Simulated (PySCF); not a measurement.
Static response to an electric field

Compound: C5H12N (charge +1).
SMILES with atom numbers: `[CH3:1][NH2+:2][C@@H:3]1[CH2:4][C@H:5]1[CH3:6]` (hydrogens: H7, H8, H9 on C1; H10, H11 on N2; H12 on C3; H13, H14 on C4; H15 on C5; H16, H17, H18 on C6)

Structure used (GFN2-xTB), in Å, numbered top down from 1:
```
atom  x, y, z in Å
C1    -2.1277    0.2581    0.8830
N2    -1.4851   -0.2685   -0.3410
C3    -0.1288    0.2755   -0.5532
C4     0.8350   -0.5116   -1.3896
C5     1.0371   -0.4166    0.0949
C6     2.1626    0.3992    0.6730
H7    -1.5012    0.0393    1.7455
H8    -2.2466    1.3369    0.8023
H9    -3.1061   -0.1955    1.0277
H10   -1.4113   -1.2923   -0.2749
H11   -2.0758   -0.0549   -1.1556
H12   -0.1323    1.3548   -0.6242
H13    1.4978    0.0396   -2.0373
H14    0.5085   -1.4486   -1.8140
H15    0.8124   -1.3081    0.6695
H16    2.3476    1.2868    0.0751
H17    1.9312    0.7048    1.6909
H18    3.0739   -0.1927    0.6964
```

Level: PBE0/def2-SVPD (PySCF), static field, nuclei fixed, core orbitals frozen in the response. The polarisability tensor in these axes (au):

```
x   70.32 -0.17 -0.62
y   -0.17 54.55  2.52
z   -0.62  2.52 60.86
```

**Question.** Diagonalise the tensor; give its mean and Δα, where Δα² is half the sum of the squared differences of the eigenvalues.

**Answer.** Principal values 53.67, 61.69 and 70.37 au; mean 61.91 au = 9.17 Å³ = 10.21 × 10⁻⁴⁰ C²·m²/J; Δα = 14.46 au (23 % of the mean).

**Question.** Form Σ f/ω² (atomic units) for the 6 lowest TDDFT singlets, given as eV and f, and set it beside the mean polarisability, which is this sum over all singlets: 7.41, 0.0061; 7.75, 0.0015; 8.22, 0.0097; 8.55, 0.0051; 8.89, 0.0106; 8.99, 0.0072.

**Answer.** They add up to 0.42 au, 0.7 % of the 61.91 au; the largest single term is 0.11 au, from the state at 8.22 eV. Terms in order: 0.08, 0.02, 0.11, 0.05, 0.10, 0.07 au. Higher excitations give the rest. The strengths listed sum to 0.040.

**Question.** What are the principal values of the traceless quadrupole moment, Θ = ½Σq(3rr − r²1), about the centre of nuclear charge?

**Answer.** -7.73, -5.26, 12.99 D·Å. The values depend on the origin, since the species is charged. The electronic extent ⟨r²⟩ about the same centre is 712 bohr², a root-mean-square distance of 2.04 Å for the 48 electrons.

**Question.** Rayleigh depolarisation ratio (linearly polarised light, static tensor)?

**Answer.** ρ = 3Δα²/(45ᾱ² + 4Δα²) = 627.5/(172474 + 836.7) = 0.00362.

**Question.** Directions of the eigenvectors, and the extent of the frame along each?

**Answer.** Largest value along (1.00, -0.02, -0.07), where the nuclei span 6.19 Å; middle along (0.07, 0.33, 0.94), 4.11 Å; least along (0.00, 0.94, -0.33), 2.94 Å. The response follows the extents in order.

Isolated species at its GFN2-xTB geometry (one conformer only).
